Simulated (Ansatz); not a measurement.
Compare A (`C=CCSCC`) with its isomer B (`SC1CCCC1`).

Calculated with Ansatz (gas phase, PBE0-D4/def2-TZVP geometries, no zero-point term in ΔE). CCSD(T)/CBS adds triple-zeta CCSD(T) − MP2 to the extrapolated MP2 energy (def2 sets, frozen cores). Functionals use def2-TZVPP. B3LYP here is the variant with VWN-RPA as its local correlation; programs differ in this. Each species was taken in one conformer, which may not be the lowest.

A:

```xyz
16

C     0.094   -2.078   -0.841
C    -0.397   -1.024   -1.480
C     0.246    0.315   -1.499
S    -0.756    1.562   -0.641
C    -0.754    0.910    1.042
C     0.580    1.011    1.755
H    -0.422   -3.031   -0.837
H     1.037   -2.026   -0.305
H    -1.349   -1.100   -1.999
H     0.327    0.702   -2.518
H     1.253    0.282   -1.076
H    -1.515    1.501    1.558
H    -1.111   -0.123    1.014
H     0.491    0.646    2.783
H     1.345    0.409    1.260
H     0.931    2.044    1.784
```

B:

Z-matrix (Å, degrees):
```
C
C 1 1.523
C 1 1.524 2 103.0
S 1 1.806 2 116.0 3 -127.7
H 1 1.097 2 109.2 3 116.1
C 2 1.531 1 103.7 3 -41.0
H 2 1.091 1 112.8 3 -164.5
H 2 1.095 1 108.6 3 76.7
C 3 1.533 1 104.0 2 39.8
H 3 1.095 1 108.6 2 -78.0
H 3 1.091 1 112.7 2 163.4
H 4 1.344 1 96.4 2 60.6
H 6 1.093 2 110.1 1 -92.7
H 6 1.091 2 111.8 1 148.9
H 9 1.092 3 110.5 1 96.3
H 9 1.091 3 111.5 1 -145.4
```

Task: Which is lower in electronic energy at CCSD(T)/CBS, and by how much? (Best estimate.)

Result: The calculation gave: B, by 66.5 kJ/mol.

Task: Give E(B) − E(A) in kJ/mol with PBE-D4, CCSD(T)/def2-TZVPP, PBE0-D4, B3LYP, CCSD(T)/def2-SVP, B3LYP-D4, ωB97M-V. (An estimate is asked.)

Result: Computed: PBE-D4 -63.1, CCSD(T)/def2-TZVPP -70.9, PBE0-D4 -77.4, B3LYP -48.5, CCSD(T)/def2-SVP -83.9, B3LYP-D4 -50.9, ωB97M-V -70.7. None reverses the order clearly.

Task: Does the order hold for the free energy at 298.15 K (harmonic terms from PBE0-D4)? (An estimate is asked.)

Result: Ansatz gave: Yes: G(B) − G(A) = -58.9 kJ/mol, for one conformer each. Modes under 60 cm⁻¹, often nearly free rotors, make the harmonic entropy too high.

Largest T1 diagnostic: 0.010.

From PBE to PBE0 (25 % exact exchange), in def2-TZVPP and without D4, E(B) − E(A) moves by −14.9 kJ/mol. Leaving LDA and LC-ωPBE aside and taking each functional with its dispersion term where it has one, the values, not all of them listed here, spread over 49.2 kJ/mol, from PBE-QIDH to BLYP-D4. LDA lies −29.3 kJ/mol from PBE without D4.
